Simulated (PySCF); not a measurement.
# CH₈BN: electronic excitations and core binding energies

What electronic excitations and core binding energies should CH₈BN (`C[BH2-][NH3+]`) show?

Programs: PySCF 2.14.0, with density-fitted response routines of our own. Each step states its level of theory. These are calculated values for one molecule in the gas phase, unless marked as measured. Atoms count from 0, in the outputs and in this text.

**1. The molecule as given**

11 atoms, charge 0, multiplicity 1; geometry from: GFN2-xTB.

Bonds of the start (Å): C0–B1 1.62, B1–N2 1.66, C0–H3 1.09, C0–H4 1.09, C0–H5 1.09, B1–H6 1.19, B1–H7 1.19, N2–H8 1.01, N2–H9 1.01, N2–H10 1.01.

**2. Excited states and response: PBE0/def2-SVPD**

The job: settings as JSON, then the geometry in Å.

```
{"job": {"kind": "uv", "xc": "PBE0", "basis": "def2-SVPD", "nstates": 8, "ntriplets": 3}, "charge": 0, "multiplicity": 1}
C      1.194845     0.492298    -0.262727
B      0.138426    -0.719971    -0.055824
N     -1.300450     0.033642     0.298440
H      2.184207     0.110834    -0.503577
H      0.911695     1.160257    -1.078246
H      1.307462     1.107087     0.632110
H      0.372724    -1.404934     0.892107
H     -0.074457    -1.346564    -1.048317
H     -2.026696    -0.657077     0.445486
H     -1.164906     0.589664     1.134892
H     -1.537426     0.637436    -0.480309
```

Level: TDDFT PBE0/def2-SVPD, vertical, gas phase, core orbitals frozen in the response.

Started as:

```console
OMP_NUM_THREADS=1 python probes_run.py task.json out
```

The driver reads the jobs from task.json and runs them one after another.

**Question.** This job is followed by: delta-SCF UKS SCAN, pcX-2 on the ionised atom, pcseg-1 elsewhere, spin-free X2C. What will the session give for the following? lowest singlet (PBE0/def2-SVPD); brightest single state of those computed; lowest triplet; C1s binding energies, SCAN/pcX-2; B1s binding energies, SCAN/pcX-2; N1s binding energies, SCAN/pcX-2.

The runs gave:

| quantity | value |
| --- | --- |
| lowest singlet (PBE0/def2-SVPD) | 6.22 eV (199 nm), f = 0.002 |
| brightest single state of those computed | state 4, 7.90 eV, f = 0.082 |
| lowest triplet | 6.11 eV |
| C1s binding energies, SCAN/pcX-2 | C0 289.00 eV |
| B1s binding energies, SCAN/pcX-2 | B1 193.73 eV |
| N1s binding energies, SCAN/pcX-2 | N2 407.90 eV |

**Reading.** The lowest singlet, at 6.22 eV, is HOMO→LUMO 0.99 and is weak; of the 8 states computed, the strongest absorption comes from state 4 at 7.90 eV. The lowest triplet lies 0.11 eV below the lowest singlet (triplets in Tamm-Dancoff, singlets in full TDDFT). States above −ε(HOMO) lie where TDDFT describes them poorly and they hang on the basis; the brightest is among them.
